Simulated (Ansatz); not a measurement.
# UCCSDTQ/6-31G run of AlO (oxoaluminum)

Aim: the vertical ionisation energy of AlO (oxoaluminum) at UCCSDTQ/6-31G, from 2 runs. 

The calculation is run with Ansatz 0.2.0.

74 further runs of the same task are left out: 3 that didn't finish, 71 set aside as unsound or not needed.

**1. The system as given**

AlO: 2 atoms, total charge 0, spin state doublet. As SMILES, `[O]=[Al]`. The shape comes from GFN2-xTB, which is rough for such elements, and wasn't checked as a minimum.

Bond lengths: O1–Al2 1.570 Å.

**2. The energy at UCCSDTQ/6-31G**

Contents of molecule.yaml:

```yaml
basis:
  gaussian: {orbitals: 6-31G}
crystal:
  periodic: [false, false, false]
  atoms:
    - {symbol: O, position_ang: [0.000000, 0.000000, 0.000000]}
    - {symbol: Al, position_ang: [0.000000, 0.000000, 1.570050]}
total_charge: 0
magnetization: {spin_polarized: true, initial_magnetization: 1}
correlation: {method: ccsdtq, frozen_orbitals: {Al: 5, O: 1}}
accuracy: high
scf: {omitted_lower_state_checks: [cluster_reference, increment]}
```

Run with:

```
ansatz run molecule.yaml --threads 1 --pin off --max-ram 2610MiB --events-out events.jsonl --progress --plain --runs-dir runs
```

Log:

```text
Warning: RAYON_NUM_THREADS=1 ignored (pool sized by the plan → 1); use --threads N
[... 23 lines left out ...]
6 core orbitals not correlated: weight in the atoms' cores, before any rotation towards them, 1.000 or more for the frozen orbitals, at most 0.000 for the correlated occupied ones
[... 55 lines left out ...]
Total energy: -8621.94475876 eV, -316.8506257203 hartree
Checks for a lower state left out: cluster_reference, increment
```

Run time: 27 s. Hardware: 1 thread of AMD EPYC 9R45 (Zen 5), shared host; peak memory 0.42 GiB.

**3. The singlet cation**

Contents of in.yaml:

```yaml
basis:
  gaussian:
    orbitals: 6-31G
crystal:
  periodic: [false, false, false]
  atoms:
    - {symbol: O, position_ang: [0.000000, 0.000000, 0.000000]}
    - {symbol: Al, position_ang: [0.000000, 0.000000, 1.570050]}
total_charge: 1
correlation:
  method: ccsdtq
  frozen_orbitals: {Al: 5, O: 1}
accuracy: high
scf:
  omitted_lower_state_checks: [cluster_reference, increment]
```

Run with:

```
ansatz run in.yaml --threads 1 --pin off --max-ram 2610MiB --events-out events.jsonl --progress --plain --runs-dir runs
```

Log, shortened:

```text
Warning: RAYON_NUM_THREADS=1 ignored (pool sized by the plan → 1); use --threads N
Functional definition: HF
  name "HF"
[...]
414 factors; integrals over basis functions are off by at most 2.7e-9 eV
[...]
mean field -8606.59857151 eV, -316.2866637408 hartree, gradient 5.7e-8 eV, S^2 0.000000; 5 other end points of the search recorded, 0 dependent functions left out; unrestricted orbitals would lower it
6 core orbitals not correlated: weight in the atoms' cores, before any rotation towards them, 1.000 or more for the frozen orbitals, at most 0.000 for the correlated occupied ones
reference -8606.59857151 eV, -316.2866637408 hartree; 4, 4 occupied and 12, 12 virtual orbitals, 414 factors
second order -5.44510928 eV of doubles, -0.00000000 eV of singles
cycle   1  -4.71692529 eV  change    4.6e-1 eV  update   1.8e-1
[...]
cycle  37  -5.85574562 eV  change  -1.2e-10 eV  update  2.8e-10
WARN: these amplitudes may be one of several solutions (largest doubles amplitude 0.30, level shift 1.11 eV)
Total energy: -8612.45431712 eV, -316.5018584231 hartree
Checks for a lower state left out: cluster_reference, increment
```

Run time: 3 s. Hardware: 1 thread of AMD EPYC 9R45 (Zen 5), shared host; peak memory 0.17 GiB.

**4. Outcome**

At UCCSDTQ/6-31G, 6 core orbitals frozen:

| quantity | value |
| --- | --- |
| doublet AlO: total energy | -316.85063 Eh |
| doublet AlO: correlation energy (6 core orbitals frozen) | -173.3 mEh |
| doublet AlO: ⟨S²⟩ of the reference determinant | 0.909 |
| doublet AlO: T1 diagnostic | 0.272 |
| singlet cation: total energy | -316.50186 Eh |
| singlet cation: correlation energy (6 core orbitals frozen) | -215.2 mEh |
| singlet cation: T1 diagnostic | 0.053 |
| vertical ionisation energy (to the singlet cation) | 9.490 eV |

**Reading.** Removing an electron at fixed nuclei costs 9.49 eV (219 kcal/mol). Only the singlet of the ionised species was computed; a triplet could lie lower. ⟨S²⟩ (doublet AlO) is 0.91 where a pure doublet has 0.75: the reference is spin-contaminated. The restricted solution (singlet cation) is unstable to spin breaking: an unrestricted one lies lower.
